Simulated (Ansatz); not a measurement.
# NH₃+ (doublet): from Hartree-Fock to the top rungs at distance N1–H2 = 1.898 Å, 6-31G

Aim: climb from Hartree-Fock through coupled cluster and multireference methods for NH₃+ (doublet) at one geometry and basis, and see what each rung misses.

Method: 6-31G, core rule «outside noble gas», up to 1 orbitals frozen; program: Ansatz 0.2.0, Gaussian basis.

The runs, in order: UHF; CCSD(T) on ROHF; CCSD(T) on UHF; BCCD(T) on ROHF; CISD; CCSDT(Q) on ROHF; CCSDT(Q) on UHF; CISDTQ; CCSDTQ on ROHF; CCSDTQ on UHF; CASSCF and MRCISD+Q, 3 electrons in 3 orbitals; CASSCF and NEVPT2, 3 electrons in 3 orbitals; CASSCF and MRCISD+Q, 7 electrons in 7 orbitals; CASSCF and NEVPT4(SD), 7 electrons in 7 orbitals; CASSCF and NEVPT2, 7 electrons in 7 orbitals; Full CI.

14 further runs of the same task are left out: 8 that didn't finish, 6 set aside as unsound or not needed.

### Step 1. What is computed

The geometry derives from a PBE0/def2-TZVP stationary point (not a proven minimum). One bond is set to the value named and the two fragments are kept rigid.

4 atoms, charge 1, spin multiplicity 2.

Atoms are counted from 1 here; the program's logs count them from 0.

Bond lengths: N1–H3 1.024 Å, N1–H4 1.024 Å. Angles: H3–N1–H4 120.0°.

### Step 2. UHF

in.yaml reads:

```yaml
crystal:
  periodic: [false, false, false]
  atoms:
    - {symbol: N, position_ang: [-0.051716, -0.000695, 0.000004]}
    - {symbol: H, position_ang: [1.846113, 0.024797, -0.000126]}
    - {symbol: H, position_ang: [-0.575638, 0.879251, -0.002758]}
    - {symbol: H, position_ang: [-0.551814, -0.894396, 0.002836]}
basis:
  gaussian: {orbitals: 6-31G}
total_charge: 1
magnetization: {spin_polarized: true, initial_magnetization: 1}
hamiltonian: {xc: hf}
output: {orbitals: {seedname: orbitals}}
```

On the command line:

```bash
$ ansatz run in.yaml --threads 1 --pin off --events-out ev --progress --plain --max-ram 2393MiB
```

After this run come: CCSD(T) on ROHF; CCSD(T) on UHF; BCCD(T) on ROHF; CISD; CCSDT(Q) on ROHF; CCSDT(Q) on UHF; CISDTQ; CCSDTQ on ROHF; CCSDTQ on UHF; CASSCF and MRCISD+Q, 3 electrons in 3 orbitals; CASSCF and NEVPT2, 3 electrons in 3 orbitals; CASSCF and MRCISD+Q, 7 electrons in 7 orbitals; CASSCF and NEVPT4(SD), 7 electrons in 7 orbitals; CASSCF and NEVPT2, 7 electrons in 7 orbitals; Full CI.

Before running them: what should the planned runs give, taken together? Wanted: FCI below the RHF energy; RMP2 from FCI; UMP2 from FCI; RCCSD from FCI; RCCSD(T) from FCI; UCCSD(T) from FCI; RCCSDT(Q) from FCI; UCCSDT(Q) from FCI; NEVPT2 pair from FCI.

The runs gave:

| quantity | value |
| --- | --- |
| FCI below the RHF energy | -3.7297 eV |
| RMP2 from FCI | +19.12 kcal/mol |
| UMP2 from FCI | +22.84 kcal/mol |
| RCCSD from FCI | +2.12 kcal/mol |
| RCCSD(T) from FCI | +0.37 kcal/mol |
| UCCSD(T) from FCI | +0.79 kcal/mol |
| RCCSDT(Q) from FCI | 0.00 kcal/mol |
| UCCSDT(Q) from FCI | -0.01 kcal/mol |
| NEVPT2 pair from FCI | +9.47 kcal/mol |
| MRCISD+Q pair from FCI | +0.38 kcal/mol |
| NEVPT2 valence from FCI | +4.40 kcal/mol |
| levels within 1 kcal/mol (43 meV) | RCCSD(T), UCCSD(T), BCCD(T), RCCSDT, UCCSDT, CISDTQ, RCCSDT(Q), UCCSDT(Q), RCCSDTQ, UCCSDTQ, MRCISD+Q pair, NEVPT4(SD) valence, MRCISD valence, MRCISD+Q valence |
| T1 diagnostic | 0.050 |
| effectively unpaired electrons | 1.17 |

In words: RCCSD(T) lands +0.37 kcal/mol from the yardstick (0.4 % of the correlation energy). The occupations are near whole numbers, but T1 = 0.050 shows that the orbitals relax strongly. Of the multireference levels listed MRCISD+Q valence comes nearest in total energy (+0.17 kcal/mol), which doesn't show that its space is the better one. These misses are within one basis, not against nature; the frozen cores of restricted and unrestricted runs differ, which can shift their rows.
